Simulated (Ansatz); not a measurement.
A made-up structure of CH4BSi, doublet:

```
7
angstrom
B -1.4560 0.4911 -0.9696
Si 1.4244 -0.4806 0.9487
C 0.0696 -0.0254 0.0475
H -2.3654 -0.2752 -1.0390
H -1.4379 1.5602 -1.4951
H 2.5169 -1.1715 0.3611
H 1.5321 -0.1942 2.3353
```

It is relaxed with PBE-D4/def2-SVP and then PBE0-D4/def2-TZVP (Ansatz 0.2.0). Atoms count as bonded within 1.22 times the sum of their covalent radii (H–H: 0.88 Å). The end point is not checked to be a true minimum.

Q: Does its bonding change? (A judgement: the text doesn't fix the answer.)

A: The calculation gives: No: no bond forms or breaks.

Where it ends: The first stage lowers the energy by 1.73 eV in 9 steps. It ends as CH₄BSi ([BH2][C][SiH2]):
B1  (-1.251, 0.422, -0.834)
Si2  (1.270, -0.429, 0.846)
C3  (-0.084, 0.029, -0.056)
H4  (-2.343, 0.003, -0.556)
H5  (-1.142, 1.172, -1.766)
H6  (2.580, -0.743, 0.234)
H7  (1.254, -0.551, 2.321)
(Å)

Labels in which every atom is bracketed show which atoms are joined, not bond orders.

For scale, one of the runs: PBE0-D4/def2-TZVP relaxation, 123 basis functions, launched by `ansatz run in.yaml --threads 2 --pin off --events-out ev --progress --plain --max-ram 4352MiB`. Hardware: 2 CPU threads of an Arm Neoverse N1, shared host. Wall time about 40 s.
